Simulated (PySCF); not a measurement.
**Core-level binding energies of i-PrOEt**

Species: i-PrOEt, C5H12O.
Bonds: C1–C2, C2–O3, O3–C4, C4–C5, C4–C6. Hydrogens: H7, H8, H9 on C1; H10, H11 on C2; H12 on C4; H13, H14, H15 on C5; H16, H17, H18 on C6.

Computed with PySCF, delta-SCF UKS SCAN, pcX-2 on the ionised atom, pcseg-1 elsewhere, spin-free X2C. Vertical ΔSCF values, vacuum level as zero.

Question: List the computed XPS lines with their assignment.

Answer: 
```json
{"atom(s)": "C5/C6", "bonded to": "C and 3 H", "level": "C 1s", "binding energy (eV)": "290.45", "above the level's lowest (eV)": "0.00", "count": "2"}
{"atom(s)": "C1", "bonded to": "C and 3 H", "level": "C 1s", "binding energy (eV)": "290.58", "above the level's lowest (eV)": "+0.13", "count": "1"}
{"atom(s)": "C4", "bonded to": "O, 2 C and H", "level": "C 1s", "binding energy (eV)": "291.88", "above the level's lowest (eV)": "+1.43", "count": "1"}
{"atom(s)": "C2", "bonded to": "O, C and 2 H", "level": "C 1s", "binding energy (eV)": "291.90", "above the level's lowest (eV)": "+1.45", "count": "1"}
{"atom(s)": "O3", "bonded to": "2 C", "level": "O 1s", "binding energy (eV)": "537.88", "above the level's lowest (eV)": "0.00", "count": "1"}
```

The listed C 1s values span 1.45 eV, from C5/C6 (bonded to C and 3 H) to C2 (bonded to O, C and 2 H). The widest gap between neighbouring values is 1.30 eV, between 290.58 and 291.88 eV. The values 291.88 and 291.90 eV lie too close for their order to be trusted.

Question: What is the C 1s shift of C2 against C1?

Answer: 291.90 − 290.58 = +1.32 eV, or +127 kJ/mol.

Question: Which photon energy gives electrons from C 1s of C1 a kinetic energy of 50 eV, and what is their de Broglie wavelength?

Answer: hν = 290.58 + 50 = 340.58 eV, recoil neglected; λ = 12.264 Å/√(E/eV) = 1.73 Å.

Topologically equivalent atoms share the value of their first member; where this conformer doesn't relate them by symmetry, their own values could differ. Geometry: PBE0-D3(BJ)/def2-SVP, one conformer, isolated molecule.

Conformer computed: `[CH3:1][CH2:2][O:3][CH:4]([CH3:5])[CH3:6]`: C1–C2–O3–C4 -175°, C2–O3–C4–C5 161°.
